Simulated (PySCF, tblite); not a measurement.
Question: What does the GFN2-xTB structure of `c1cc2[nH]ccc2[nH]1` look like in three dimensions?

Answer: 
Z-matrix in Å and degrees, rows numbered from 1:
```
C 
C   1  1.3721
C   2  1.4087  1  105.45
N   3  1.3637  2  144.09  1   179.95
C   4  1.3703  3  107.95  2  -179.83
C   5  1.3721  4  110.68  3    -0.08
C   3  1.4005  2  108.17  1     0.03
N   7  1.3637  3  107.75  2    -0.04
H   1  1.0728  2  128.80  3  -179.98
H   2  1.0718  1  126.32  3   179.93
H   4  1.0047  3  126.70  2    -0.02
H   5  1.0731  4  120.51  3   179.98
H   6  1.0720  5  126.38  4   179.89
H   8  1.0047  1  125.32  2   179.84
```

The 5-membered ring C3–N4–C5–C6–C7 has internal angles of 105.5° to 110.7°; it is planar, 0.00 Å rms from its mean plane, widest ring torsion 0°. The 8 heavy atoms lie in one plane (0.001 Å rms). N4 (pyrrole-type nitrogen) is planar (angles 126.7°, 125.4° and 107.9°, sum 360.0°, 0.00 Å off the plane of its three neighbours). The C–C distances run from 1.372 Å (C1–C2, aromatic) to 1.409 Å (C2–C3, aromatic), a spread of 0.037 Å.

Structure optimised with GFN2-xTB, isolated species.

Point group: C2h (tolerance 0.08 Å). Its GFN2-xTB frequencies are all real (lowest 239 cm⁻¹).

These are computed values.
